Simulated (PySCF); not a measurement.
First SCF of a structure search on doublet AlF2, at a hand-made bent geometry. PySCF input:

```python
from pyscf import gto, scf, dft
mol = gto.M(atom='''
Al     0.000000     0.000000     0.000000
F      1.556400     0.000000     1.089800
F     -1.556400     0.000000     1.089800''',
    basis={'Al': 'def2-TZVP', 'F': 'def2-TZVP'},
    charge=0, spin=1)
mf = dft.UKS(mol, xc='PBE')
mf.grids.atom_grid = (50, 194)
aux = {'Al': 'def2-universal-JKFIT', 'F': 'def2-universal-JKFIT'}
mf = mf.density_fit(auxbasis=aux)
mf.conv_tol = 1e-08
mf.diis_space = 10
mf.max_cycle = 60
mf.init_guess = 'minao'
mf.verbose = 4
mf.kernel()
```

Excerpt of the output (cycles alone):

```
init E= -441.819373231488
cycle= 1 E= -441.766132275406  delta_E= 0.0532  |g|= 0.71  |ddm|=  1.1
cycle= 2 E= -438.060986269276  delta_E= 3.71  |g|=    3  |ddm|= 1.93
cycle= 3 E= -441.960654811301  delta_E= -3.9  |g|= 0.0946  |ddm|= 1.63
cycle= 4 E= -441.960765232543  delta_E= -0.00011  |g|= 0.0815  |ddm|= 0.158
cycle= 5 E= -441.963856066189  delta_E= -0.00309  |g|= 0.0116  |ddm|= 0.0632
cycle= 6 E= -441.963907041308  delta_E= -5.1e-05  |g|= 0.00119  |ddm|= 0.00754
cycle= 7 E= -441.963907503349  delta_E= -4.62e-07  |g|= 0.000198  |ddm|= 0.000903
cycle= 8 E= -441.963907529789  delta_E= -2.64e-08  |g|= 5.69e-05  |ddm|= 0.000255
cycle= 9 E= -441.963907532061  delta_E= -2.27e-09  |g|= 1.92e-05  |ddm|= 8.64e-05
Extra cycle  E= -441.963907532154  delta_E= -9.36e-11  |g|= 1.1e-05  |ddm|= 1.9e-05
converged SCF energy = -441.963907532154  <S^2> = 0.75157426  2S+1 = 2.0015736
```

No lower solution of this spin was found by a stability analysis within the unrestricted form.

The search for the lowest solution, with the stability check, took 3.1 s on 4 threads of a shared Arm Neoverse V2 host, with 99 basis functions; the process peaked at 0.28 GiB. Launch command: `OMP_NUM_THREADS=4 python axn.py task.json out`.
